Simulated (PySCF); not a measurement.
Cost against size for one kind of job: PBE0-D3(BJ)/def2-SVP geometry optimisation, gas phase (PySCF); work: geometry optimisation from a GFN2-xTB start. Hardware: x86-64 server, one thread, on a shared host. Other jobs ran on the host; a repeat could differ by tens of per cent or more.

| species (SMILES) | atoms | electrons | basis functions | SCF cycles | gradient evaluations | wall time |
| --- | --- | --- | --- | --- | --- | --- |
| [Cl][Cu] | 2 | 46 | 49 | 25 | 4 | ? |
| [H][Sn]([H])([H])[I] | 5 | 106 | 67 | 26 | 4 | 8.3 s |
| C#C[SiH2]N | 9 | 38 | 85 | 28 | 4 | 6.9 s |
| C#C[Te]C#C | 7 | 78 | 92 | 42 | 6 | ? |
| [F][Sb-]([F])([F])([F])([F])[F] | 7 | 106 | 110 | 19 | 3 | ? |

**Question.** Estimate the withheld figures.

**Answer.** `[Cl][Cu]`: 4.0 s; `C#C[Te]C#C`: 20 s; `[F][Sb-]([F])([F])([F])([F])[F]`: 15 s.

**Question.** With all rows, how does the wall time grow with the number of basis functions N?

**Answer.** A straight line through log(time) against log(N) has slope 1.7 between N = 49 and 110, and the rows scatter about it by a factor of about 1.5 (standard error of the fit). This is a fit to these rows, whose iteration counts differ, not the method's formal scaling.

**Question.** Which species took longest, and how many times the shortest run?

**Answer.** `C#C[Te]C#C`, at 20 s: about 5 times the shortest (4.0 s).
